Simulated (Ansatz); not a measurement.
# CHN (singlet): wave-function methods side by side, cc-pVTZ

An exercise on one series of results from a longer session: the logs are not shown, and one member is left open.

Method: cc-pVTZ, core rule «outside noble gas», up to 2 orbitals frozen; program: Ansatz 0.2.0, Gaussian basis.

To be run: UHF; CCSD(T) on RHF; BCCD(T) on RHF; CCSDT(Q) on RHF; CASSCF and NEVPT2, 10 electrons in 9 orbitals.

13 further runs of the same task are left out: 5 that didn't finish, 8 set aside as unsound or not needed. Runs told in other sessions of the task aren't counted.

### What is computed

The geometry is a PBE0/def2-TZVP stationary point (not a proven minimum).

3 atoms, charge 0, spin multiplicity 1.

Atoms are counted from 1 here; the program's logs count them from 0.

Bond lengths: N1–C2 1.163 Å, N1–H3 0.997 Å. Angles: C2–N1–H3 180.0°.

Coordinates:

```xyz
3
CHN
N     0.00000    0.00000    0.05549
C     0.00000    0.00000   -1.10797
H     0.00000    0.00000    1.05248
```

Set-up of the first run:

Input file in.yaml:

```yaml
crystal:
  periodic: [false, false, false]
  atoms:
    - {symbol: N, position_ang: [0.000000, 0.000000, 0.055493]}
    - {symbol: C, position_ang: [0.000000, 0.000000, -1.107975]}
    - {symbol: H, position_ang: [0.000000, 0.000000, 1.052482]}
basis:
  gaussian: {orbitals: cc-pVTZ}
magnetization: {spin_polarized: true, initial_magnetization: 0}
hamiltonian: {xc: hf}
output: {orbitals: {seedname: orbitals}}
```

Launch:

```sh
ansatz run in.yaml --threads 1 --pin off --events-out ev --progress --plain --max-ram 2393MiB
```

Among the steps run: UHF; CCSD(T) on RHF; BCCD(T) on RHF; CCSDT(Q) on RHF; CASSCF and NEVPT2, 10 electrons in 9 orbitals.

One table of the session follows, with a row left open; its other results are not shown here.

```
        method  from RCCSDT(Q) (kcal/mol)
           RHF                    +225.71
          RMP2                     +17.41
         RCCSD                     +11.53
      RCCSD(T)                      +0.79
       BCCD(T)                      +0.74
        RCCSDT                      +0.69
     RCCSDT(Q)                          0
CASSCF valence                    +138.13
NEVPT2 valence                          ?
```

**Question.** Estimate the row for NEVPT2 valence.

As computed: from RCCSDT(Q) (kcal/mol): +26.29. In the column «from RCCSDT(Q) (kcal/mol)» it lies between RMP2 (+17.41) and CASSCF valence (+138.13).

With the free atoms at the same levels and basis (separate runs), the atomisation energy is 12.415 eV at RCCSDT(Q), 12.404 eV at RCCSD(T), 8.181 eV at RHF.
